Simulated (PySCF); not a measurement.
Chlorine monofluoride, ClF, SMILES FCl, point group C∞v.

Level: PBE0/pcSseg-2 in PySCF (density fitting, grid level 2); geometry and Hessian at that level, cubic constants and property derivatives from steps of ±0.6 along each species' dimensionless normal coordinates, second-order vibrational perturbation theory. The parent has the commonest isotopes.

Equilibrium geometry (Å):

```
atom        x        y        z
  F1   0.8166  -0.0112  -0.0119
 Cl2  -0.8055   0.0162  -0.0447
```

(1) How much do zero-point and thermal motion change the parent's shieldings?

(2) And the bond lengths, in the parent and with ³⁷Cl at 2?

The study (23 SCF points, 79 basis functions) took 24 s on 1 thread of Arm Neoverse V1, on a host shared with other jobs (rough), peak memory 0.44 GiB, launched as `OMP_NUM_THREADS=1 python ens_run.py task.json out`.

Answers

(1) 
```csv
atom,σe (ppm),"anharmonic part, 0 K","harmonic part, 0 K",Δσ at 0 K,Δσ at 200 K,Δσ at 300 K
F1,675.84,-2.94,-2.43,-5.37,-5.85,-6.26
Cl2,-508.46,-15.74,-9.56,-25.31,-27.86,-29.92
```

(2) 
```json
{"bond": "F1–Cl2", "re (Å)": "1.6226", "⟨r⟩ at 0 K": "1.6271", "between mean positions": "1.6271", "⟨r⟩, labelled": "1.6271"}
```
